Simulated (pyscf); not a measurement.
Single points on ωB97X-D3(BJ)/def2-SVP structures (PySCF, gas phase).

**Question.** For the elementary gas-phase step `[NH2][Si]([SiH3])([SiH3])[SiH2][Cl]` + `[H][H]` → `[NH2][Si]([SiH3])([SiH3])[SiH3]` + `[ClH]` (singlet surface; Cl–Si, H–H broken, H–Si, Cl–H formed), what barrier and reaction energy does ωB97M-D3(BJ)/def2-TZVP give, measured from the separated reactants?

**Answer.** ΔE‡ = 46.8 kcal/mol, ΔE = +17.2 kcal/mol. Zero-point energy shifts the barrier by +3.1 kcal/mol. It is a four-centre exchange, with an imaginary mode of 583i cm⁻¹. At the saddle there is also a short H–Si contact that neither side keeps. H₂N–Si(SiH₃)(SiH₃)–SiH₃ lies 12.7 kcal/mol over its isomer H₃Si–NH–SiH(SiH₃)–SiH₃ (electronic energy, ωB97M-D3(BJ)/def2-TZVP). One saddle was located; it need not be the lowest between these sides.
